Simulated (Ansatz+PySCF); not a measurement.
The numbers below are computed, except where a source is named.
This Ansatz input gave a total energy of -224.02697 hartree.

```yaml
crystal:
  periodic: [false, false, false]
  atoms:
    - { symbol: O, position_ang: [0.0, 0.0, -0.45401] }
    - { symbol: O, position_ang: [0.0, 1.1456, 0.227] }
    - { symbol: O, position_ang: [0.0, -1.1456, 0.227] }
basis:
  gaussian: { orbitals: def2-SVP }
hamiltonian:
  xc: hf
scf:
  omitted_lower_state_checks: [starts, atomic_configurations, cluster_reference, orbital_swaps, given_window_search, neighbouring_geometries, increment]
```

Problem. Write an input for PySCF with the same method and basis set.

Solution.

```python
from pyscf import gto, scf

mol = gto.M(atom="""
O 0.000000 0.000000 -0.454010
O 0.000000 1.145600 0.227000
O 0.000000 -1.145600 0.227000
""", basis='def2-svp', charge=0, spin=0)
mf = scf.RHF(mol)
mf.init_guess = 'minao'
mf.kernel()
while True:  # follow internal instabilities
    mo, _, stable, _ = mf.stability(return_status=True)
    if stable: break
    mf.kernel(mf.make_rdm1(mo, mf.mo_occ))
print(mf.converged, mf.e_tot, mf.spin_square()[0])
```

PySCF 2.14.0 gave -224.02698 hartree, 0.05 meV from the first. Caution: an unrestricted determinant lies well below.
